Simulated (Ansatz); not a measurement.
Rock-salt EuN was calculated with r²SCAN+rVV10 (Ansatz, a first-principles code, PAW).

The input as run:

Ansatz 0.2 input:
```yaml
crystal:
  lattice:
    - [0.0, 2.5099123717, 2.5099123717]
    - [2.5099123717, 0.0, 2.5099123717]
    - [2.5099123717, 2.5099123717, 0.0]
  atoms:
    - { symbol: Eu, position: [0.0, 0.0, 0.0], spin: 7.0 }
    - { symbol: N, position: [0.5, 0.5, 0.5], spin: 0.0 }
basis:
  ecutwfc: 560
  ecutrho_ratio: 4
  xc_grid: 3
kpoints:
  mp_grid: { grid: [12, 12, 12] }
  band_path:
    path:
      - [0.0, 0.0, 0.0]
      - [0.041667, 0.0, 0.041667]
      - [0.083333, 0.0, 0.083333]
      - [0.125, 0.0, 0.125]
      - [0.166667, 0.0, 0.166667]
      - [0.208333, 0.0, 0.208333]
      - [0.25, 0.0, 0.25]
      - [0.291667, 0.0, 0.291667]
      - [0.333333, 0.0, 0.333333]
      - [0.375, 0.0, 0.375]
      - [0.416667, 0.0, 0.416667]
      - [0.458333, 0.0, 0.458333]
      - [0.5, 0.0, 0.5]
      - [0.541667, 0.083333, 0.541667]
      - [0.583333, 0.166667, 0.583333]
      - [0.625, 0.25, 0.625]
      - [0.375, 0.375, 0.75]
      - [0.346154, 0.346154, 0.692308]
      - [0.317308, 0.317308, 0.634615]
      - [0.288462, 0.288462, 0.576923]
      - [0.259615, 0.259615, 0.519231]
      - [0.230769, 0.230769, 0.461538]
      - [0.201923, 0.201923, 0.403846]
      - [0.173077, 0.173077, 0.346154]
      - [0.144231, 0.144231, 0.288462]
      - [0.115385, 0.115385, 0.230769]
      - [0.086538, 0.086538, 0.173077]
      - [0.057692, 0.057692, 0.115385]
      - [0.028846, 0.028846, 0.057692]
      - [0.045455, 0.045455, 0.045455]
      - [0.090909, 0.090909, 0.090909]
      - [0.136364, 0.136364, 0.136364]
      - [0.181818, 0.181818, 0.181818]
      - [0.227273, 0.227273, 0.227273]
      - [0.272727, 0.272727, 0.272727]
      - [0.318182, 0.318182, 0.318182]
      - [0.363636, 0.363636, 0.363636]
      - [0.409091, 0.409091, 0.409091]
      - [0.454545, 0.454545, 0.454545]
      - [0.5, 0.5, 0.5]
      - [0.5, 0.46875, 0.53125]
      - [0.5, 0.4375, 0.5625]
      - [0.5, 0.40625, 0.59375]
      - [0.5, 0.375, 0.625]
      - [0.5, 0.34375, 0.65625]
      - [0.5, 0.3125, 0.6875]
      - [0.5, 0.28125, 0.71875]
      - [0.5, 0.25, 0.75]
      - [0.5, 0.2, 0.7]
      - [0.5, 0.15, 0.65]
      - [0.5, 0.1, 0.6]
      - [0.5, 0.05, 0.55]
    npoints: 1
hamiltonian:
  xc: r2scan
  dispersion: rvv10
  pseudopotentials: { kind: paw }
scf:
  occupations: { method: fermi_dirac, width: 0.01 }
  convergence: { dr2_threshold: 0.0000000002 }
output:
  forces: true
  stress: true
  eigenvalues: true
  write_bands: true
magnetization:
  spin_polarized: true
```

Excerpt of the program's output:

```
Crystal: 2 atoms, lattice volume = 31.623 Å³
Basis set: ecut = 560 eV, 941 PW (Γ), exchange–correlation on 90×90×90 points (27 copies of the dense FFT grid, shifted against one another)
Bands: 19, of which v1, the nominal top of the filled ones, is band 11 counted from 1 (10 counted from 0)
Symmetry: 48 space group operations
Space group: Fm-3m (ITA 225), of the structure as read, at distance tolerance 3.2e-5 Å
k-points: 72 of 1728
Initial density: superposition of atomic densities (chi_scale 0.1, normalization cell)
Functional: x = r2scan, c = r2scan + rvv10(b = 11.95, C = 0.0093); τ floored in thin density (d = 2e-4 eV/Å³)
spin=Collinear: Kerker preconditioning applied to the charge; magnetization (m = ρ↑ − ρ↓) channel mixes plain (no charge-response kernel on spin).
SCF 1 converged in 21 iterations: F = -9164.633232 eV  dr2 = 6.08e-11
Crystal: 2 atoms, lattice volume = 31.623 Å³
Symmetry: 16 space group operations
k-points: 163 of 1728
Initial density: read from a saved state, or passed on in memory by an earlier SCF of this step, an earlier step, the calling program or the single point that …
spin=Collinear: Kerker preconditioning applied to the charge; magnetization (m = ρ↑ − ρ↓) channel mixes plain (no charge-response kernel on spin).
SCF 2 converged in 8 iterations: F = -9164.633500 eV  dr2 = 3.38e-12
Crystal: 2 atoms, lattice volume = 31.623 Å³
Symmetry: 12 space group operations
k-points: 189 of 1728
spin=Collinear: Kerker preconditioning applied to the charge; magnetization (m = ρ↑ − ρ↓) channel mixes plain (no charge-response kernel on spin).
SCF converged after 21 iterations
Magnetization: 6.0000 μB (14.0000 up, 8.0000 down)
Free energy (F): -9164.633232 eV
Internal energy: -9164.632281 eV  (E = F + TS)
E sigma→0 (E₀):  -9164.632756 eV
Fermi energy:    13.401643 eV
--- Forces (eV/Å), atoms counted from 1 ---
  atom   1  Eu    -0.00000000     0.00000000    -0.00000000
  atom   2  N      0.00000000    -0.00000000     0.00000000
--- Stress (GPa, compression-positive) ---
       -0.002675       0.000000       0.000000
        0.000000      -0.002675       0.000000
       -0.000000      -0.000000      -0.002675
  P = ⅓ Tr σ = -0.0027 GPa (-0.027 kbar)
```

The PAW data were made under PBE.

The run is spin-polarised with parallel starting moments, which need not be the measured order.

Note: the magnetic order was assumed, not searched for or taken from measurement. Note: the 4f shell is treated without U or exact exchange, so its levels and filling can be wrong.

The result took very roughly 5 core-minutes.
